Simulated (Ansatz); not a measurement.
Energy needed to pull apart SiNH3S (SMILES N[SiH]=S), singlet, into free ground-state atoms, from the structure below (at a frame of a short PBE0-D4/def2-SVP trajectory); no zero-point or spin–orbit terms; open-shell atoms are treated unrestricted, in their ground-state multiplicity.

| atom | x (Å) | y (Å) | z (Å) |
| --- | --- | --- | --- |
| N1 | -0.6218 | 0.3521 | -0.5812 |
| Si2 | 0.5357 | -0.2592 | 0.5303 |
| S3 | 1.2110 | -2.0852 | 0.5020 |
| H4 | -0.8373 | 1.3388 | -0.5853 |
| H5 | -1.1061 | -0.2004 | -1.2963 |
| H6 | 0.9727 | 0.8551 | 1.3499 |

Program: Ansatz 0.2.0. Basis: def2-TZVPP. Cores are frozen in the correlated methods.

```json
{"method": "PBE-D4", "atomization energy (eV)": "?"}
{"method": "r2SCAN-D4", "atomization energy (eV)": "20.48"}
{"method": "PBE0-D4", "atomization energy (eV)": "20.36"}
{"method": "wB97M-V", "atomization energy (eV)": "20.64"}
{"method": "HF", "atomization energy (eV)": "?"}
{"method": "MP2", "atomization energy (eV)": "20.04"}
{"method": "CCSD", "atomization energy (eV)": "19.28"}
{"method": "CCSD(T)", "atomization energy (eV)": "19.69"}
```

Task: What does HF give? (An estimate is asked for; the value comes from the calculation.)

Result: By the calculation: 13.79 eV, which is about 5.90 eV less than CCSD(T)/def2-TZVPP.

Task: What does PBE-D4 give? (To be estimated.)

Result: By the calculation: 20.85 eV, which is about 1.16 eV more than CCSD(T)/def2-TZVPP.

In triple zeta the MP2 and coupled-cluster atomization energies are still short of their basis limit by a few kcal/mol a bond, whereas those of the functionals are nearly converged, so these differences are not deviations from converged CCSD(T).

No T1 diagnostic of these runs exceeds 0.015.

For scale, one of the runs: CCSD(T)/def2-TZVPP forces, 157 basis functions, launched by `ansatz run in.yaml --threads 2 --pin off --events-out ev --progress --plain --max-ram 3481MiB`. The run took 3.3 min on 2 CPU threads of an AMD EPYC (shared host), with 1.8 GiB of host memory at its peak.
